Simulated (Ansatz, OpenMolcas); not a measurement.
# CH3 (SMILES [CH3]): from total energies to a heat of formation

CH3 has 4 atoms, charge 0, and is taken as a doublet. SMILES: `[CH3]`. The shape is that of a PBE0-D4/def2-TZVP optimisation.

```xyz
4

C     0.0000    0.0000    0.0000
H     0.0912    0.9019    0.5872
H    -0.8832   -0.1676   -0.5987
H     0.7920   -0.7343    0.0114
```

Total energies at UB3LYP/cc-pVTZ (OpenMolcas 26.06); the atoms run unrestricted:

```
species    state  energy (Eh)
    CH3  doublet   -39.858663
      C  triplet   -37.858574
      H  doublet    -0.502156
```

Harmonic wavenumbers at UPBE0-D4/def2-TZVP, in cm⁻¹: 526, 1400, 1400, 3128, 3311, 3311.

Measured heats of formation of the gaseous atoms at 298.15 K, in kJ/mol: C 716.9, H 218.0. Take 1 Eh = 2625.50 kJ/mol, 1 cm⁻¹ = 0.0119627 kJ/mol, RT = 2.479 kJ/mol.

Q: What heat of formation follows?

A: 
1. Electronic atomisation energy: (-37.858574) + 3 × (-0.502156) − (-39.858663) = 0.493621 Eh = 1296.0 kJ/mol.
2. Zero-point energy: half the sum of the wavenumbers, 6538 cm⁻¹ = 78.2 kJ/mol.
3. Thermal vibrational enthalpy, Σ hcν̃/(exp(hcν̃/kT) − 1): 0.6 kJ/mol. Translation, rotation and pV of a non-linear molecule: 4 RT = 9.9 kJ/mol.
4. The 4 free atoms carry 5/2 RT each: 24.8 kJ/mol.
5. Atomisation enthalpy at 298 K: 1296.0 − 78.2 − 0.6 − 9.9 + 24.8 = 1232.1 kJ/mol.
6. Sum of the atoms' heats of formation: 1370.9 kJ/mol. Heat of formation: 1370.9 − 1232.1 = +138.8 kJ/mol.

The tabulated value is +146.5 kJ/mol (Active Thermochemical Tables), so this level is off by -7.7 kJ/mol, or 0.6 % of the atomisation enthalpy. Anharmonicity and any spin-orbit splitting of the molecule are left out.
